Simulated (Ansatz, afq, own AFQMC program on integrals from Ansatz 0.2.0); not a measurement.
AFQMC on a folder of integrals that Ansatz 0.2.0 wrote.

```yaml
crystal:
  periodic: [false, false, false]
  atoms:
    - {symbol: O, position_ang: [0.000000, -0.077582, 0.018453]}
    - {symbol: H, position_ang: [0.000000, 0.731698, -1.132509]}
    - {symbol: H, position_ang: [0.000000, 0.499789, 0.839593]}
basis:
  gaussian: {orbitals: 6-31G}
total_charge: 1
magnetization: {spin_polarized: false, initial_magnetization: 1}
correlation: {method: ccsd_t, electrons: outside_noble_gas, hamiltonian_folder: ham}
```

```sh
$ ansatz run in.yaml --threads 1 --pin off --events-out ev --progress --plain --max-ram 15360MiB --backend cuda --devices 0, --max-vram 18GiB
```

Options of the walk:

```
--method phaseless --trial hf --walkers 160 --populations 1 --least-time 40 --time-step 0.02 --steps-per-block 25 --equilibration-blocks 6 --max-blocks 120 --target-error 0.00128 --factor-cut 0.001 --start determinant --seed 7036 --taylor-order 6
```

Times are imaginary, in 1/Eh. The walk had a cap of 60 s.

```
orbitals 12  electrons 4 3  factors 47 of 139
reference energy -75.52482927 Eh
CCSD correlation -0.12016271 Eh in 12 cycles, weight of the determinant in the CISD state 0.9401
energy of the start -75.524829 Eh
 block  time / (1/Eh)  mean weight  energy / Eh
     1     0.500  1.0095  -75.616892
     2     1.000  1.0074  -75.629513
     3     1.500  1.0028  -75.629474
     4     2.000  1.0007  -75.629929
     5     2.500  0.9992  -75.623245
     7     3.500  1.0003  -75.648383
     9     4.500  0.9976  -75.646629
    13     6.500  0.9972  -75.657915
    19     9.500  0.9968  -75.651114
    25    12.500  0.9975  -75.652013
    31    15.500  0.9971  -75.644442
    37    18.500  0.9976  -75.634278
    43    21.500  0.9993  -75.653858
    49    24.500  0.9968  -75.710620
    55    27.500  0.9952  -75.634623
    61    30.500  1.0012  -75.637439
    67    33.500  0.9995  -75.656676
    73    36.500  0.9918  -75.631101
    76    38.000  0.9936  -75.617820
    79    39.500  1.0009  -75.667954
    85    42.500  1.0091  -75.639523
    91    45.500  1.0061  -75.712152
    97    48.500  0.9957  -75.628267
   103    51.500  1.0030  -75.650651
   109    54.500  0.9954  -75.627411
   115    57.500  1.0036  -75.696518
   121    60.500  1.0000  -75.664865
   124    62.000  1.0003  -75.639532
blocks merged  error / Eh  count
     1  0.001585  120
     2  0.001818  60
     4  0.002060  30
     8  0.002388  15
energy -75.652516 +/- 0.002060 Eh
(rows thinned)
```

(1) Estimate how long the walk took on 1 × NVIDIA H100 80GB HBM3 with 2 threads of AMD EPYC 7R13 Processor (Zen 3), with other jobs on the host (the card was shared).

The run passed its tests (sampling time, drift between the halves within three errors, error under three times the target), which doesn't prove that it has relaxed.

Against this walk (error 56.1 meV) on the same determinant: CCSD(T) 168.7 meV higher, CCSDT(Q) 155.3 meV higher, CCSDTQ 155.1 meV higher, full CI 154.9 meV higher, a separate phaseless walk with a CISD trial and standard settings 162.8 ± 56.1 meV higher. The error is statistical and leaves out the bias of the constraint.

Cautions: constraint bias not in the error; error above the target (56.1 against 34.8 meV); the coarse factor cut changes the integrals a little; the time-step error isn't removed.

## Answers

(1) 14 s of wall time.

CCSDT and higher add their correlation energy to the determinant of the CCSD(T) run, since their own runs factorise the integrals more tightly (a shift of under 2 meV). A walk keeps the symmetry of its determinant, which the program's search chose and which needn't be the lowest solution, so a lower state of the same spin and another symmetry isn't excluded.
